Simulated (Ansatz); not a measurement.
For ZrSe3 (P2₁/m, No. 11), LDA (PAW; Ansatz, a quantum-chemistry and plane-wave program) gives:

| Property | Result |
|---|---|
| bulk modulus B0 | 35.9 GPa |
| cohesive energy | 5.60 eV/atom |

Q: What does r²SCAN (Ansatz, PAW) give for the same quantities?

A: 
- bulk modulus: 21.4 GPa (decreases by 40 %)
- cohesive energy: 4.55 eV/atom (decreases by 1.05 eV/atom)

Changes are worked out from the printed values.

Unless a cell is named, each level is at its own relaxed cell (LDA 22.19, r²SCAN 25.03 Å³/atom).

Caveats: LDA has no dispersion term either, though it tends to give short spacings of layers, chains or molecules (LDA); the bulk modulus is −V dP/dV from two relaxed cells at ±2 % in volume (LDA, r²SCAN); the cell comes from a level without a dispersion term, which matters for the spacing of layers, chains or molecules (r²SCAN). Ansatz's density-functional and Hartree–Fock values are scalar-relativistic unless marked +SOC, with PAW data made under PBE.
